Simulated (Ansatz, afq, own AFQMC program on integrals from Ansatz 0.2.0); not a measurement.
AlCl⁻, doublet in aug-cc-pVDZ, levels against CCSDT(Q)

| atom | x (Å) | y (Å) | z (Å) |
| --- | --- | --- | --- |
| Al | 0.0000 | 0.0000 | 0.0000 |
| Cl | 0.0000 | 0.0000 | 2.3039 |

Basis aug-cc-pVDZ. Only valence electrons are correlated. Ansatz 0.2.0 and our own AFQMC program on the same integrals; the CISD trial comes from CCSD amplitudes, and released means the phaseless constraint is let go. Error bars are statistical, one sigma.

Determinant: ROHF, the one that the program's search chose, which needn't be the lowest solution. The geometry is a PBE0/def2-TZVPD stationary point of this or a neighbouring charge and spin state.

No full CI on the walks' own integrals is used here; CCSDT(Q) serves as the reference and is uncertain by about the last step of the cluster series.

```
T1 diagnostic                               : 0.0197
weight of the determinant in the CISD state : 0.861
size of the correlated space                : 11 electrons in 44 orbitals
```

```
  level  correlation energy (eV)
    MP2                  -5.5039
   CCSD                  -6.1618
CCSD(T)                  -6.3530
```

(1) Estimate where phaseless AFQMC with a CISD trial lies against CCSD(T) on the same integrals.

(1) 1.1 ± 1.2 kJ/mol below CCSD(T). The gap is under twice the noise, so this walk alone can't tell the two apart.

Reference: CCSDT(Q), correlation energy -6.390 eV. The released energy is read at 2.40 1/Eh (meV from the phaseless value at times in 1/Eh: -4 ± 11 at 0.24, -13 ± 11 at 0.51, -11 ± 9 at 0.99, -17 ± 12 at 1.62, -21 ± 13 at 2.40).

| level | E − E(reference) (kJ/mol) | share of correlation (%) |
| --- | --- | --- |
| CCSD(T) | 3.6 | 99.42 |
| CCSDT | 1.3 | 99.78 |
| ph-AFQMC/CISD | 2.5 ± 1.2 | 99.60 |
| released AFQMC | 0.4 ± 1.3 | 99.93 |

A walk keeps the symmetry of its determinant, which the program's search chose and which needn't be the lowest solution, so a lower state of the same spin and another symmetry isn't excluded. Released energies are given only where the last usable release times agree within the noise; a slower fall can still hide under it.
